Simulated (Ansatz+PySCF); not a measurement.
singlet CH3N: levels of theory in one basis

```json
{"atom": "C", "x (Å)": "0.0000", "y (Å)": "-0.0406", "z (Å)": "-0.5353"}
{"atom": "N", "x (Å)": "0.0000", "y (Å)": "-0.0652", "z (Å)": "0.6275"}
{"atom": "H", "x (Å)": "0.0000", "y (Å)": "0.8132", "z (Å)": "0.9736"}
{"atom": "H", "x (Å)": "0.0000", "y (Å)": "-0.9157", "z (Å)": "-1.0482"}
{"atom": "H", "x (Å)": "0.0000", "y (Å)": "0.8024", "z (Å)": "-1.1065"}
```

Basis set: def2-SVP (spherical functions). Left uncorrelated: 2 orbitals. Charge 0, multiplicity 1.

Computed with Ansatz (development build ahead of 0.2.0); each method stands on the lowest determinant of its kind that the runs found. NEVPT2 correlates all electrons. Active spaces start from the frontier orbitals, and the lowest solution found is given.

```tsv
method	E − E(RHF) (eV)	<S²> of the determinant
RHF	0.00	0.00
RHF-MP2	-7.89	–
RHF-CCSD	-8.51	–
CASSCF(2,2)	-0.74	–
SC-NEVPT2(2,2)	-8.15	–
```

What does RHF-CCSD(T) give on the same scale?

-8.75 eV.

Is a single determinant a sound starting point here?

By this sign, yes. Unrestricted orbitals gain 0.00 eV and <S²> is 0.00 against 0.00 for a pure state. The CASSCF(2,2) natural occupations are 1.94, 0.06.

Caution for CASSCF(2,2): other starts end on other solutions of this active space.
